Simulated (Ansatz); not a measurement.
## Cl2, singlet in 6-31G*: errors against RCCSDTQ

Geometry: MP2(full)/6-31G*, from the G2/97 set.

```xyz
2

Cl    0.0000    0.0000    0.0000
Cl    0.0000    0.0000    2.0151
```

Basis 6-31G* (Cartesian d functions); Ansatz 0.2.0. Correlated methods freeze the noble-gas cores, which leaves 14 electrons in 28 orbitals. Prefix R: restricted or restricted open-shell reference. Active spaces: valence = (14e, 8o) chosen from the atoms' valence shells.

Full CI isn't at hand for all of this; RCCSDTQ serves as the reference, and is uncertain by about the last step of the cluster series.

```
UHF ⟨S²⟩                          : 0.000
T1 diagnostic (RCCSD)             : 0.0063
largest doubles amplitude (RCCSD) : 0.114
```

Question: From what is known of these methods and the diagnostics, rank them by the size of their error in total energy against RCCSDTQ in 6-31G*, smallest first (an estimate: the text doesn't fix the numbers).
A. RCCSD
B. NEVPT2 (valence space)
C. RMP2
D. CASSCF (valence space)
E. MRCISD (valence space)

Answer: A (5.11 kcal/mol), E (14.94 kcal/mol), C (22.06 kcal/mol), B (35.47 kcal/mol), D (168.03 kcal/mol).

All errors are against RCCSDTQ in 6-31G*. Within each family the higher level lies nearer, as is usual though not guaranteed.

Natural occupations of CASSCF (valence space) about the gap: 1.999 1.999 1.999 1.998 1.949 0.056; effectively unpaired electrons, Σ n²(2−n)², 0.02.

Atomization energy (electronic, same basis, no zero-point term; atoms at the same level, unrestricted beside the R rows where the molecule is a closed shell, with restricted open-shell steps beyond CCSDT(Q)) at RCCSDTQ: 170.4 kJ/mol. Errors of other levels:

| level | error (kJ/mol) |
| --- | --- |
| RHF | -126.8 |
| RMP2 | 4.2 |
| CISD | -51.2 |
| RCCSD | -11.7 |
| RCCSD(T) | -1.1 |
| BCCD(T) | -1.0 |
| RCCSDT | -0.9 |
| CISDTQ | -4.1 |
| RCCSDT(Q) | 0.0 |
| CASSCF (valence space) | -38.3 |
| NEVPT2 (valence space) | 11.4 |
| MRCISD (valence space) | -33.7 |
| MRCISD+Q (valence space) | -6.9 |

This basis is far from its limit, so the value isn't to be set against a measured one. Truncated CI isn't size-consistent, which counts against it in atomization.
